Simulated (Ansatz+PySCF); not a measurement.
Results of a calculation; reference values are marked as such.
## PySCF 2.14.0 run

```python
from pyscf import gto, scf, mp

# the (T+d) and (D+d) sets load through basis_set_exchange
mol = gto.M(atom="""
P 0.000000 0.000000 0.506770
F 0.000000 1.383860 -0.281540
F 1.198460 -0.691930 -0.281540
F -1.198460 -0.691930 -0.281540
""", basis={'F': 'cc-pvtz', 'P': 'cc-pv(t+d)z'}, charge=1, spin=1)
mf = scf.UHF(mol)
mf.kernel()
pt = mp.MP2(mf, frozen=8).run()
print(mf.e_tot, pt.e_corr, pt.e_tot)
```

The script is written out from the run's settings.

The run gave:

| Item | Value |
| --- | --- |
| Converged | yes |
| Reference energy | -638.87406 hartree |
| Correlation energy | -0.87994 hartree |
| Total energy | -639.75399 hartree |
| Spin squared of the determinant | 0.763 |

Messages of the program:
```
WARN: HOMO -0.330337961830404 >= LUMO -0.330337961830404
WARN: HOMO -0.330337961830404 >= LUMO -0.330337961830404
```
